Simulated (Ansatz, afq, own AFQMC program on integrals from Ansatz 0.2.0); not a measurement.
**Where AFQMC and coupled cluster stand for Se, triplet**

A free Se atom.

Basis def2-TZVP. Only valence electrons are correlated. Ansatz 0.2.0 and our own AFQMC program on the same integrals; the CISD trial comes from CCSD amplitudes, and released means the phaseless constraint is let go. Free projection: walkers drawn from exp(T), propagated without any constraint. Its projection time is finite, and what remains of the start isn't in its error. Uncertainties: one standard error, sampling alone. No spin–orbit coupling.

Determinant: UHF, the one that the program's search chose, which needn't be the lowest solution.

No full CI on the walks' own integrals is used here; CCSDTQ serves as the reference and is uncertain by about the last step of the cluster series.

Cautions: no relativity below Rb; no spin-orbit coupling; inner d shell frozen; the ph-AFQMC/HF walk drifts between its halves (2.3 errors).

The T1 diagnostic is 0.0084 and the weight of the determinant in the CISD state is 0.938. The ⟨S²⟩ of the determinant is 2.010 and the size of the correlated space is 6 electrons in 34 orbitals.

Question: Estimate: order these by the size of their error in total energy against CCSDTQ, smallest first.
A. free-projection AFQMC
B. phaseless AFQMC with the Hartree–Fock trial
C. CCSD
D. MP2

Answer: A (0.0 ± 0.1 kJ/mol), B (6.7 ± 1.1 kJ/mol), C (11.5 kJ/mol), D (61.3 kJ/mol).

Reference: CCSDTQ, correlation energy -3.360 eV.

Free projections are given only where their last times agree within the noise and don't stop above the reference; a slow remainder of the start can still hide under it. A walk keeps the symmetry of its determinant, which the program's search chose and which needn't be the lowest solution, so a lower state of the same spin and another symmetry isn't excluded.
